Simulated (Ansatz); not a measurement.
Born–Oppenheimer molecular dynamics of C2H4F (7 atoms, charge 0, multiplicity 2). It starts from a relaxed structure.

Computed with Ansatz 0.2.0, UKS PBE-D4/6-31G*.

```
ensemble        : NVT, Langevin thermostat
time step       : 0.5 fs
steps asked     : 150
set temperature : 700 K
friction        : 1 /fs
seed            : 407251
```

Frames 1 fs apart, positions in Å, forces in eV/Å.

Velocities at 40.0 fs (Å/ps):

```
C -10.10 11.05 -8.50
C -2.18 -11.00 3.01
F -4.85 9.88 -5.28
H 7.71 23.01 45.38
H -21.41 6.21 -30.31
H 49.89 40.81 -45.80
H -10.62 36.55 -70.55
```

```xyz
7
Properties=species:S:1:pos:R:3:forces:R:3 time_fs=40.0 energy_less_start_eV=0.520 T=1425
C -0.487 0.306 -0.181 -1.78 0.11 1.91
C 0.669 -0.502 0.126 1.20 -1.81 -3.45
F 1.383 -0.313 1.215 0.90 0.33 1.09
H -0.878 -0.242 -1.067 -0.56 0.94 0.16
H -0.270 1.384 -0.306 0.00 0.13 -0.65
H -1.241 0.328 0.729 0.84 -0.33 -1.55
H 1.238 -0.885 -0.875 -0.60 0.63 2.49
7
Properties=species:S:1:pos:R:3:forces:R:3 time_fs=41.0 energy_less_start_eV=0.492 T=1118
C -0.489 0.316 -0.188 -0.50 -0.18 1.69
C 0.669 -0.512 0.122 0.93 -1.30 -3.49
F 1.381 -0.305 1.213 0.90 0.25 0.91
H -0.872 -0.226 -1.043 -0.95 0.47 -0.64
H -0.299 1.380 -0.316 0.36 0.66 -0.81
H -1.196 0.351 0.674 -0.23 -0.45 -0.29
H 1.231 -0.868 -0.900 -0.51 0.55 2.63
7
Properties=species:S:1:pos:R:3:forces:R:3 time_fs=42.0 energy_less_start_eV=0.483 T=1262
C -0.478 0.323 -0.175 -0.02 -1.01 0.00
C 0.666 -0.519 0.111 1.15 -0.88 -2.48
F 1.381 -0.293 1.210 0.79 0.05 0.56
H -0.848 -0.215 -1.042 -1.05 0.45 -0.57
H -0.334 1.367 -0.332 0.73 1.48 -0.86
H -1.164 0.351 0.635 -1.36 -0.49 1.12
H 1.210 -0.872 -0.885 -0.24 0.39 2.23
7
Properties=species:S:1:pos:R:3:forces:R:3 time_fs=43.0 energy_less_start_eV=0.424 T=740
C -0.463 0.322 -0.167 -0.32 -0.61 -0.76
C 0.660 -0.530 0.106 1.03 -0.21 -0.60
F 1.382 -0.281 1.213 0.60 -0.14 0.20
H -0.842 -0.220 -1.033 -1.02 0.52 -0.55
H -0.344 1.377 -0.340 0.79 1.10 -0.76
H -1.158 0.345 0.617 -1.68 -0.45 1.60
H 1.174 -0.860 -0.827 0.60 -0.21 0.88
7
Properties=species:S:1:pos:R:3:forces:R:3 time_fs=44.0 energy_less_start_eV=0.373 T=781
C -0.452 0.317 -0.166 -1.43 1.10 0.93
C 0.650 -0.536 0.098 1.57 -0.08 0.48
F 1.382 -0.279 1.212 0.35 -0.24 -0.03
H -0.848 -0.201 -0.998 -1.41 -0.05 -1.57
H -0.344 1.404 -0.343 0.67 0.09 -0.49
H -1.185 0.333 0.642 -0.51 -0.37 0.47
H 1.190 -0.844 -0.800 0.77 -0.45 0.21
7
Properties=species:S:1:pos:R:3:forces:R:3 time_fs=45.0 energy_less_start_eV=0.379 T=476
C -0.449 0.311 -0.163 -1.99 1.53 0.92
C 0.644 -0.536 0.089 2.58 -0.49 0.46
F 1.379 -0.283 1.214 0.16 -0.29 -0.19
H -0.830 -0.196 -1.013 -1.42 0.06 -1.48
H -0.327 1.410 -0.330 0.57 -0.20 -0.40
H -1.196 0.316 0.650 -0.22 -0.35 0.09
H 1.224 -0.829 -0.810 0.32 -0.27 0.60
7
Properties=species:S:1:pos:R:3:forces:R:3 time_fs=46.0 energy_less_start_eV=0.337 T=881
C -0.451 0.305 -0.163 -2.49 1.54 -0.60
C 0.643 -0.536 0.077 2.93 -0.62 0.39
F 1.379 -0.288 1.209 0.02 -0.30 -0.29
H -0.858 -0.198 -1.056 -0.70 0.71 -0.24
H -0.334 1.432 -0.316 0.46 -0.84 -0.28
H -1.202 0.281 0.634 -0.37 -0.27 0.33
H 1.243 -0.819 -0.819 0.16 -0.21 0.69
7
Properties=species:S:1:pos:R:3:forces:R:3 time_fs=47.0 energy_less_start_eV=0.362 T=649
C -0.451 0.306 -0.171 -2.94 1.07 -0.75
C 0.655 -0.538 0.077 2.60 -0.45 -0.62
F 1.378 -0.292 1.202 0.21 -0.24 -0.02
H -0.878 -0.218 -1.086 -0.23 1.15 0.55
H -0.350 1.450 -0.314 0.43 -1.22 -0.26
H -1.214 0.262 0.640 0.04 -0.20 -0.11
H 1.263 -0.797 -0.851 -0.12 -0.11 1.23
7
Properties=species:S:1:pos:R:3:forces:R:3 time_fs=48.0 energy_less_start_eV=0.354 T=854
C -0.451 0.306 -0.179 -3.20 0.58 -0.06
C 0.669 -0.530 0.077 2.09 -0.40 -0.87
F 1.378 -0.299 1.205 0.32 -0.16 0.13
H -0.857 -0.203 -1.121 -0.26 1.12 0.86
H -0.359 1.440 -0.306 0.44 -0.92 -0.24
H -1.222 0.236 0.676 0.58 -0.11 -0.99
H 1.264 -0.797 -0.851 0.02 -0.11 1.17
7
Properties=species:S:1:pos:R:3:forces:R:3 time_fs=49.0 energy_less_start_eV=0.366 T=319
C -0.448 0.306 -0.188 -3.36 -0.15 0.33
C 0.683 -0.525 0.075 1.54 -0.31 -0.72
F 1.377 -0.304 1.210 0.36 -0.10 0.21
H -0.844 -0.186 -1.158 -0.17 1.16 1.22
H -0.351 1.418 -0.289 0.43 -0.32 -0.31
H -1.231 0.223 0.698 0.94 -0.08 -1.56
H 1.273 -0.797 -0.835 0.25 -0.19 0.83
7
Properties=species:S:1:pos:R:3:forces:R:3 time_fs=50.0 energy_less_start_eV=0.463 T=856
C -0.439 0.305 -0.193 -3.56 -0.25 -0.07
C 0.684 -0.525 0.085 1.75 -0.65 -1.55
F 1.374 -0.312 1.212 0.51 -0.01 0.56
H -0.827 -0.178 -1.207 0.01 1.33 1.85
H -0.338 1.417 -0.275 0.43 -0.26 -0.34
H -1.216 0.213 0.698 0.79 -0.05 -1.64
H 1.280 -0.798 -0.841 0.07 -0.11 1.19
7
Properties=species:S:1:pos:R:3:forces:R:3 time_fs=51.0 energy_less_start_eV=0.642 T=895
C -0.432 0.302 -0.193 -3.64 -0.52 -0.63
C 0.676 -0.527 0.096 2.36 -1.06 -2.36
F 1.369 -0.316 1.209 0.70 0.07 0.99
H -0.790 -0.212 -1.241 -0.04 1.66 2.33
H -0.346 1.413 -0.259 0.45 -0.18 -0.42
H -1.183 0.181 0.696 0.39 0.03 -1.50
H 1.286 -0.811 -0.846 -0.21 0.01 1.59
```

Of the whole run (75 fs, mean temperature of the second half 730 K): A run of 0.075 ps of so small a system gives no equilibrium averages. The friction is so strong that the motion is overdamped, so the time scale means little.

Time of the run: 4.1 min on 1 thread of Arm Neoverse V1 (shared host), peak memory 0.1 GiB.
